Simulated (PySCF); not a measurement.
Compound: isothiazole, C3H3NS.
Numbering: `[cH:1]1[cH:2][n:3][s:4][cH:5]1` (hydrogens: H6 on C1; H7 on C2; H8 on C5)

The same species was optimised twice, with GFN2-xTB and with PBE0-D3(BJ)/def2-SVP (PySCF), and the same property calculations (PySCF, gas phase) were run on both structures.

```tsv
coordinate	GFN2-xTB	PBE0-D3(BJ)/def2-SVP	change
N3–S4 (Å)	1.629	1.655	+0.026
C5–H8 (Å)	1.071	1.090	+0.019
C2–H7 (Å)	1.076	1.094	+0.018
C1–H6 (Å)	1.074	1.090	+0.016
C1–C2 (Å)	1.409	1.423	+0.014
C1–C5 (Å)	1.364	1.372	+0.008
C2–N3 (Å)	1.305	1.313	+0.008
S4–C5 (Å)	1.713	1.708	-0.005
C2–N3–S4 (°)	111.0	109.2	-1.8
S4–C5–H8 (°)	121.2	122.6	+1.4
N3–S4–C5 (°)	93.9	95.2	+1.3
C1–C5–H8 (°)	129.4	128.4	-1.0
C1–C2–N3 (°)	116.0	116.7	+0.7
C1–C2–H7 (°)	125.4	124.7	-0.7
C5–C1–H6 (°)	125.4	124.9	-0.5
C1–C5–S4 (°)	109.4	109.0	-0.4
```

Rotational constants: A = 8532, B = 5813, C = 3458 MHz (GFN2-xTB) against A = 8276, B = 5821, C = 3418 MHz (PBE0-D3(BJ)/def2-SVP). Point groups within 0.08 Å: Cs and Cs.

On the GFN2-xTB structure: HOMO (eV) -7.73 [PBE0/pcSseg-1]; LUMO (eV) -0.95 [PBE0/pcSseg-1]; dipole (D) 2.41 [PBE0/pcSseg-1]; GIAO shielding of C1 (ppm) 60.4 [PBE0/pcSseg-1]; GIAO shielding of C2 (ppm) 27.0 [PBE0/pcSseg-1]; GIAO shielding of N3 (ppm) -78.4 [PBE0/pcSseg-1]; GIAO shielding of S4 (ppm) 109.8 [PBE0/pcSseg-1]; GIAO shielding of C5 (ppm) 29.0 [PBE0/pcSseg-1].

Problem. What do these properties become on the PBE0-D3(BJ)/def2-SVP structure?

Solution. 
```json
{"property": "HOMO (eV)", "level": "PBE0/pcSseg-1", "on GFN2-xTB": "-7.73", "on PBE0-D3(BJ)/def2-SVP": "-7.68", "change": "+0.05"}
{"property": "LUMO (eV)", "level": "PBE0/pcSseg-1", "on GFN2-xTB": "-0.95", "on PBE0-D3(BJ)/def2-SVP": "-1.02", "change": "-0.07"}
{"property": "dipole (D)", "level": "PBE0/pcSseg-1", "on GFN2-xTB": "2.41", "on PBE0-D3(BJ)/def2-SVP": "2.50", "change": "+0.09"}
{"property": "energy, GFN2-xTB geometry as zero (kcal/mol)", "level": "PBE0/pcSseg-1", "on GFN2-xTB": "0.0", "on PBE0-D3(BJ)/def2-SVP": "-0.8", "change": "-0.8"}
{"property": "GIAO shielding of C1 (ppm)", "level": "PBE0/pcSseg-1", "on GFN2-xTB": "60.4", "on PBE0-D3(BJ)/def2-SVP": "57.3", "change": "-3.1"}
{"property": "GIAO shielding of C2 (ppm)", "level": "PBE0/pcSseg-1", "on GFN2-xTB": "27.0", "on PBE0-D3(BJ)/def2-SVP": "23.6", "change": "-3.4"}
{"property": "GIAO shielding of N3 (ppm)", "level": "PBE0/pcSseg-1", "on GFN2-xTB": "-78.4", "on PBE0-D3(BJ)/def2-SVP": "-86.3", "change": "-7.9"}
{"property": "GIAO shielding of S4 (ppm)", "level": "PBE0/pcSseg-1", "on GFN2-xTB": "109.8", "on PBE0-D3(BJ)/def2-SVP": "92.1", "change": "-17.7"}
{"property": "GIAO shielding of C5 (ppm)", "level": "PBE0/pcSseg-1", "on GFN2-xTB": "29.0", "on PBE0-D3(BJ)/def2-SVP": "28.5", "change": "-0.5"}
```

The heavy atoms differ by 0.015 Å rms after alignment. Among all bonds N3–S4 changes most (+0.026 Å). Changes are differences of the printed values. Neither structure is proved a minimum here.
